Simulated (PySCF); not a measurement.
hydrogen cyanide: calculation against experiment

**The experiment to reproduce.**

NIST CCCBDB Release 22 (SRD 101), experimental dipoles lists, for the gas: dipole moment (microwave Stark effect, vibrational ground state) 2.98 D.

The results are set against them at the end.

Species: hydrogen cyanide, HCN.
Atom-mapped SMILES: `[CH:1]#[N:2]` (hydrogens: H3 on C1)

Structure used (PBE/6-31+G*), in Å, numbered top down from 1:
```xyz
3
HCN angstrom
C     -0.033   -0.002   -0.007
N      1.136    0.021   -0.015
H     -1.113   -0.023   -0.001
```

The PySCF runs (gas phase, on this PBE/6-31+G* geometry; no spin–orbit coupling):

```csv
level,job,basis functions,wall time
"PBE/6-31+G*, grid level 1",geometry optimisation from a GFN2-xTB start,38,1.6 s
```

Hardware: Arm Neoverse V1, one thread, no GPU (shared host).

All basis functions are spherical.

## Comparison

**Dipole moment.** Measured: 2.98 D (NIST CCCBDB Release 22 (SRD 101), experimental dipoles).

```tsv
level	computed (D)	computed − measured (D)	% (from the printed values)
PBE/6-31+G*	3.00	+0.02	+1
```

The computed dipoles belong to one fixed geometry; measured ones are averaged over vibrations unless marked μe. Magnitudes are compared, not signs.

No measured geometry was used, and the causes of the misses weren't examined.
